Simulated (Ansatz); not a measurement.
A run of Ansatz (development build ahead of 0.2.0) on triplet NH₃ at this shape:

```xyz
4

N    -0.1189    0.0154   -0.0204
H     0.3879   -0.3457   -0.8285
H     0.0806   -0.6391    0.7358
H     0.3635    0.8767    0.2358
```

Its results:

| Quantity | Value |
| --- | --- |
| Converged | yes |
| Reference energy | -55.91140 hartree |
| Correlation energy | -0.15963 hartree |
| Total energy | -56.07103 hartree |
| Spin squared of the determinant | 2.005 |
| Stability test | minimum |

Forces (eV/Å):
```tsv
atom	Fx	Fy	Fz
N1	1.427	-0.184	0.242
H2	-0.147	-0.860	-2.689
H3	-1.061	-1.735	1.968
H4	-0.219	2.779	0.478
```

Question: Which input gives this output? Name the method, the orbitals and the basis set, and write the input.

Answer: UHF-MP2 in def2-SVP.

```yaml
crystal:
  periodic: [false, false, false]
  atoms:
    - { symbol: "N", position_ang: [-0.1189, 0.0154, -0.0204] }
    - { symbol: H, position_ang: [0.3879, -0.3457, -0.8285] }
    - { symbol: H, position_ang: [0.0806, -0.6391, 0.7358] }
    - { symbol: H, position_ang: [0.3635, 0.8767, 0.2358] }
basis:
  gaussian: { orbitals: def2-SVP }
magnetization:
  spin_polarized: true
  initial_magnetization: 2
hamiltonian:
  xc: hf
correlation:
  method: mp2
  frozen_orbitals: { H: 0, "N": 1 }
output:
  forces: true
```

Caution: another spin multiplicity may lie lower.
